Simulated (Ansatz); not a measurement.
Species: C₃H₃N, SMILES `C(C=C)#N` (charge 0, multiplicity 1), formula C$_{3}$H$_{3}$N.

### Question
How many basis functions does frozen-core CCSD(T)/cc-pVQZ // B3LYP-D3(BJ)/def2-TZVP (Ansatz, a program for electronic structure) use, how many core orbitals are frozen, and how many electrons are correlated?

### Answer
310 basis functions and 4 frozen orbitals, which leaves 20 correlated electrons. Core time is of the order of minutes.
